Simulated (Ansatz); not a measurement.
# Worked example: the enthalpy of formation of CH3N (methanimine)

CH3N has 5 atoms, charge 0, and is taken as a singlet. SMILES: `C=N`. The shape is that of a PBE0-D4/def2-TZVP optimisation.

Total energies at SVWN5/cc-pVTZ (Ansatz 0.2.0); the atoms run unrestricted:

```
species    state  energy (Eh)
   CH3N  singlet   -93.835053
      C  triplet   -37.467058
      N  quartet   -54.131294
      H  doublet    -0.478348
```

Harmonic wavenumbers at PBE0-D4/def2-TZVP, in cm⁻¹: 1071, 1106, 1172, 1368, 1491, 1738, 3034, 3132, 3464.

Measured heats of formation of the gaseous atoms at 298.15 K, in kJ/mol: C 716.9, N 472.4, H 218.0. Take 1 Eh = 2625.50 kJ/mol, 1 cm⁻¹ = 0.0119627 kJ/mol, RT = 2.479 kJ/mol.

What heat of formation follows?


1. Electronic atomisation energy: (-37.467058) + (-54.131294) + 3 × (-0.478348) − (-93.835053) = 0.801657 Eh = 2104.8 kJ/mol.
2. Zero-point energy: half the sum of the wavenumbers, 8788 cm⁻¹ = 105.1 kJ/mol.
3. Thermal vibrational enthalpy, Σ hcν̃/(exp(hcν̃/kT) − 1): 0.2 kJ/mol. Translation, rotation and pV of a non-linear molecule: 4 RT = 9.9 kJ/mol.
4. The 5 free atoms carry 5/2 RT each: 31.0 kJ/mol.
5. Atomisation enthalpy at 298 K: 2104.8 − 105.1 − 0.2 − 9.9 + 31.0 = 2020.6 kJ/mol.
6. Sum of the atoms' heats of formation: 1843.3 kJ/mol. Heat of formation: 1843.3 − 2020.6 = -177.3 kJ/mol.

The tabulated value is +88.7 kJ/mol (Active Thermochemical Tables), so this level is off by -266.0 kJ/mol, or 15.2 % of the atomisation enthalpy. The LDA overbinds, which puts heats of formation too low. Anharmonicity and any spin-orbit splitting of the molecule are left out.
